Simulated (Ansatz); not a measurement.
# BH₂F + H₂O: a complex and its separated parts

The complex below is one end of an elementary step. How strongly is it bound against its free parts?

Method: PBE0-D4/def2-TZVP structures, single points in def2-TZVPP, no counterpoise correction; program: Ansatz 0.2.0, Gaussian basis.

Levels: SPW92, PBE-D4, BLYP-D4, r2SCAN-D4, B97M-V, PBE0-D4, B3LYP-D4, r2SCAN0-D4, BHLYP-D4, CAM-B3LYP-D4, wB97X-V, wB97M-V, B2PLYP, PBE-QIDH, RPA on PBE, Hartree-Fock, MP2, CCSD, CCSD(T).

Correlated methods freeze the cores. B3LYP uses VWN-RPA correlation. B2PLYP carries no dispersion term here.

94 further runs of the same task are left out: 94 set aside as unsound or not needed.

**1. The system as given**

The complex: 7 atoms, charge 0, spin multiplicity 1.

Atoms are counted from 1 here; the program's logs count them from 0.

Bond lengths: B1–H3 1.207 Å, B1–H4 1.207 Å, B1–F6 1.377 Å, O2–H5 0.966 Å, O2–H7 0.966 Å. Angles: H3–B1–H4 118.9°, H3–B1–F6 115.1°, H4–B1–F6 115.1°, H5–O2–H7 106.9°.

Coordinates:

```xyz
7
BFH4O
B    -0.66917   -0.30446   -0.01685
O     0.71612    0.69507   -0.19037
H    -0.91065   -0.55235   -1.17296
H    -1.40446    0.43783    0.58707
H     1.40625    0.17175   -0.61731
F    -0.17414   -1.36027    0.71600
H     1.03615    0.91253    0.69432
```

Its parts: BH₂F holds atoms 1, 3, 4, 6; H₂O holds atoms 2, 5, 7. Each part counts its atoms afresh in its own runs.

**2. Relaxing BH₂F alone**

File relax-a/in.yaml:

```yaml
crystal:
  periodic: [false, false, false]
  atoms:
    - {symbol: B, position_ang: [-0.669168, -0.304465, -0.016855]}
    - {symbol: H, position_ang: [-0.910646, -0.552351, -1.172960]}
    - {symbol: H, position_ang: [-1.404464, 0.437834, 0.587071]}
    - {symbol: F, position_ang: [-0.174141, -1.360269, 0.716001]}
basis:
  gaussian: {orbitals: def2-TZVP}
hamiltonian: {xc: pbe0, dispersion: d4}
relax: {f_tol: 0.005, max_steps: 200}
```

Run with:

```console
ansatz run in.yaml --threads 2 --pin off --events-out ev --progress --plain --max-ram 4352MiB
```

Further steps of the session: Relaxing H₂O alone; SPW92/def2-TZVPP; PBE-D4/def2-TZVPP; BLYP-D4/def2-TZVPP; r2SCAN-D4/def2-TZVPP; B97M-V/def2-TZVPP; PBE0-D4/def2-TZVPP; B3LYP-D4/def2-TZVPP; r2SCAN0-D4/def2-TZVPP; BHLYP-D4/def2-TZVPP; CAM-B3LYP-D4/def2-TZVPP; wB97X-V/def2-TZVPP; wB97M-V/def2-TZVPP; B2PLYP/def2-TZVPP; PBE-QIDH/def2-TZVPP; RPA on PBE/def2-TZVPP; CCSD(T)/def2-TZVPP; Vibrations of BH₂F; Vibrations of H₂O.

Before running it: what results should come out? Wanted: complex less parts, CCSD(T)/def2-TZVPP; with zero-point energy; largest T1 diagnostic.

As calculated:

```
                              quantity         value
complex less parts, CCSD(T)/def2-TZVPP  -41.3 kJ/mol
                with zero-point energy  -24.8 kJ/mol
                 largest T1 diagnostic         0.013
```

What this shows: At CCSD(T) the complex lies 41.3 kJ/mol below its parts. Among the functionals BHLYP-D4 lands nearest to CCSD(T) (+2.2 kJ/mol) and SPW92 farthest (-44.8 kJ/mol). Mean unsigned error by rung: LDA 44.8, GGA 7.5, meta-GGA 6.7, hybrid 5.8, range-separated hybrid 3.7, double hybrid 5.5 kJ/mol. PBE-D4 gives a relative energy 8.5 kJ/mol too low, outside chemical accuracy (1 kcal/mol, 4.2 kJ/mol). No counterpoise was applied, and triple zeta lacks some correlation, so the CCSD(T) reference has a basis error of its own, and close matches with it are partly luck.
